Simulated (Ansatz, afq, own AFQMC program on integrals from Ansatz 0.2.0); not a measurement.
**GeH4F, doublet in cc-pVTZ, levels against AFQMC with the constraint released**

```xyz
6

Ge   -0.5541    0.0000    0.0000
H    -1.0656    1.4466    0.0000
H    -1.0656   -0.7233    1.2528
H    -1.0656   -0.7233   -1.2528
H     1.1779    0.0000    0.0000
F     2.2259    0.0000    0.0000
```

Connectivity, by distances: GeH3 ··· F, 1 bridging H.

Basis cc-pVTZ. Noble-gas cores (and the filled d shells of Ga–Kr and In–Xe) are frozen. Ansatz 0.2.0 and our own AFQMC program on the same integrals; the CISD trial comes from CCSD amplitudes, and released means the phaseless constraint is let go. Uncertainties: one standard error, sampling alone. No spin–orbit coupling.

Determinant: UHF, the one that the program's search chose, which needn't be the lowest solution. The geometry is a point of a scan.

No full CI on the walks' own integrals is used here. The released AFQMC energy serves as the reference, which it does only where one determinant dominates, the energy is flat over the last release times and near the phaseless one (40 meV or 2 meV an electron, half that with transition metals). On small molecules, where full CI could be run and the noise was under 10 meV, such values lay within 10 meV of it in 19 cases of 20, a flattering rate, since the rule was set on those same cases; what remains of the bias isn't in the error bar.

Cautions: no relativity below Rb; no spin-orbit coupling; inner d shell frozen; the released value is read at 1.50 1/Eh (meV from the phaseless value at times in 1/Eh: 1 ± 6 at 0.24, 1 ± 9 at 0.51, 0 ± 9 at 0.99, 12 ± 10 at 1.50).

- T1 diagnostic: 0.0136
- weight of the determinant in the CISD state: 0.876
- ⟨S²⟩ of the determinant: 0.765
- size of the correlated space: 15 electrons in 114 orbitals

| level | correlation energy (eV) |
| --- | --- |
| MP2 | -10.8051 |
| CCSD | -11.5137 |
| CCSD(T) | -11.8293 |

Q: Estimate where AFQMC with the constraint released lies against CCSD(T) on the same integrals.

A: 1.7 ± 0.9 kJ/mol below CCSD(T). The gap is under twice the noise, so this walk alone can't tell the two apart.

Reference: AFQMC with the constraint released, correlation energy -11.847 ± 0.010 eV.

| level | E − E(reference) (kJ/mol) | share of correlation (%) |
| --- | --- | --- |
| CCSD(T) | 1.7 ± 0.9 | 99.85 |
| ph-AFQMC/CISD | -1.1 ± 1.0 | 100.10 |

A walk keeps the symmetry of its determinant, which the program's search chose and which needn't be the lowest solution, so a lower state of the same spin and another symmetry isn't excluded. Released energies are given only where the last usable release times agree within the noise; a slower fall can still hide under it.
